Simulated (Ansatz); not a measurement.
Geometry optimisation, Ansatz, UKS BHLYP/6-31G*.

input.yaml

```yaml
crystal:
  periodic: [false, false, false]
  atoms:
    - { symbol: Si, position_ang: [0.000317, 2.6e-05, -0.256751] }
    - { symbol: H, position_ang: [0.000202, 4.8e-05, 1.213646] }
    - { symbol: H, position_ang: [1.39147, 9.2e-05, -0.748911] }
    - { symbol: H, position_ang: [-0.695294, 1.204717, -0.749057] }
    - { symbol: H, position_ang: [-0.695165, -1.204752, -0.749024] }
    - { symbol: Si, position_ang: [-2.0e-05, -8.3e-05, 3.882704] }
    - { symbol: H, position_ang: [-0.76139, -1.185628, 4.333798] }
    - { symbol: H, position_ang: [1.407407, -0.066555, 4.33373] }
    - { symbol: H, position_ang: [-0.646128, 1.252135, 4.333466] }
magnetization:
  spin_polarized: true
  initial_magnetization: 1
basis:
  gaussian: { orbitals: "6-31G*" }
hamiltonian:
  xc: { name: BHLYP }
relax:
  f_tol: 0.03
  max_steps: 50
```

Run as:

```bash
$ ansatz run input.yaml --threads 1 --pin off --max-ram 2048MiB --backend cpu --events-out ev --progress --plain --runs-dir out
```

Question: Where does it end, and by what steps?

Answer: The forces met the threshold. The force dipped under the threshold on the way, but the program's further checks kept it going. After 8 steps the energy has fallen by 0.091 eV; H7 moved furthest, 0.73 Å.

| step | energy less start (eV) | largest force component (eV/Å) | accepted |
| --- | --- | --- | --- |
| 0 | 0.0000 | 0.307 | yes |
| 1 | -0.0564 | 0.066 | yes |
| 2 | -0.0784 | 0.031 | yes |
| 3 | -0.0866 | 0.020 | yes |
| 4 | -0.0899 | 0.009 | yes |
| 5 | -0.0911 | 0.005 | yes |
| 6 | -0.0915 | 0.003 | yes |
| 7 | -0.0915 | 0.009 | no |
| 8 | -0.0915 | 0.003 | yes |

```xyz
9
Properties=species:S:1:pos:R:3
Si 0.000 0.000 -0.844
H 0.000 0.000 0.631
H 1.392 0.000 -1.336
H -0.695 1.205 -1.337
H -0.695 -1.205 -1.336
Si 0.000 0.000 4.611
H -0.759 -1.182 5.069
H 1.404 -0.066 5.068
H -0.644 1.249 5.068
```

Time of the run: 16 s on 1 thread of Arm Neoverse V2, with other jobs on the host, peak memory 0.13 GiB.
